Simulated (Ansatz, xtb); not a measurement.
C2H6FO+: which of two isomers lies lower

Structure a is `[OH2+]CCF`, a singlet and structure b is `C[OH+]CF`, a singlet. Both are isolated ions in the gas phase, relaxed with PBE0-D3(BJ)/def2-SVP; the shapes shown needn't be the lowest conformers.

a (Å):

```xyz
10

C    -1.4915    0.3694   -0.5562
C    -0.0969    0.8195   -0.2011
F     0.7387    0.0269   -0.9618
O    -1.5155    0.2080   -2.0425
H    -1.7060    1.0209   -2.5513
H    -0.6299   -0.1477   -2.3081
H    -1.7273   -0.6386   -0.1923
H    -2.2963    1.0685   -0.2971
H     0.0911    1.8752   -0.4555
H     0.0970    0.6633    0.8711
```

b (Å):

| atom | x (Å) | y (Å) | z (Å) |
| --- | --- | --- | --- |
| C | 0.3641 | 0.7044 | -2.0153 |
| C | 0.2325 | -0.3389 | 0.2942 |
| F | 1.3559 | 0.2285 | 0.6830 |
| O | -0.3751 | 0.5071 | -0.7482 |
| H | 0.4938 | -0.2969 | -2.4402 |
| H | 1.3204 | 1.1932 | -1.7951 |
| H | -0.2888 | 1.3144 | -2.6488 |
| H | -0.7299 | 1.3444 | -0.3885 |
| H | -0.5185 | -0.3800 | 1.0962 |
| H | 0.4010 | -1.3070 | -0.1981 |

Quicker runs give these differences E(b) − E(a): GFN2-xTB +3.5 kcal/mol; HF/STO-3G −5.7 kcal/mol (at GFN2-xTB geometries); r2SCAN-D4/def2-SVP +5.6 kcal/mol (at GFN2-xTB geometries).

**Question.** Estimate E(b) − E(a) at the level CCSD(T)/def2-TZVP.

**Answer.** Calculated at CCSD(T)/def2-TZVP: E(b) − E(a) = +3.8 kcal/mol, so structure a lies lower.

The same difference at several levels:

| level | geometry | E(b) − E(a) (kcal/mol) | departure from the last row (kcal/mol) | job, with rough time for the two |
| --- | --- | --- | --- | --- |
| GFN2-xTB | GFN2-xTB | +3.5 | −0.3 | optimisation, 0.1 s |
| HF/STO-3G | GFN2-xTB | −5.7 | −9.5 | single point, 0.24 s |
| r2SCAN-D4/def2-SVP | GFN2-xTB | +5.6 | +1.8 | single point, 1.9 s |
| PBE0-D3(BJ)/def2-SVP | PBE0-D3(BJ)/def2-SVP | +5.2 | +1.5 | optimisation, 23 s |
| HF/def2-TZVP | PBE0-D3(BJ)/def2-SVP | +1.2 | −2.6 | part of the CCSD(T) run |
| MP2/def2-TZVP | PBE0-D3(BJ)/def2-SVP | +4.4 | +0.7 | part of the CCSD(T) run |
| CCSD(T)/def2-TZVP | PBE0-D3(BJ)/def2-SVP | +3.8 |  | single point, 50 s |

As drawn, b has 1 C–O, 1 C–H in place of 1 C–C, 1 O–H.

HF/STO-3G puts the two in the other order. The largest departure from CCSD(T)/def2-TZVP is that of HF/STO-3G, 9.5 kcal/mol.

With harmonic frequencies from PBE0-D3(BJ)/def2-SVP (ideal gas, rigid rotor, one conformer each, 298.15 K, 1 atm): on the last row, ΔE + ΔZPE = +3.7, ΔH = +3.9, ΔG = +3.2 kcal/mol.

The correlated steps freeze 4 core orbitals. Codes used: Ansatz 0.2.0, xtb 6.7.1; the last row on 2 threads of Intel(R) Xeon(R) Platinum 8488C (Sapphire Rapids) on a shared host.
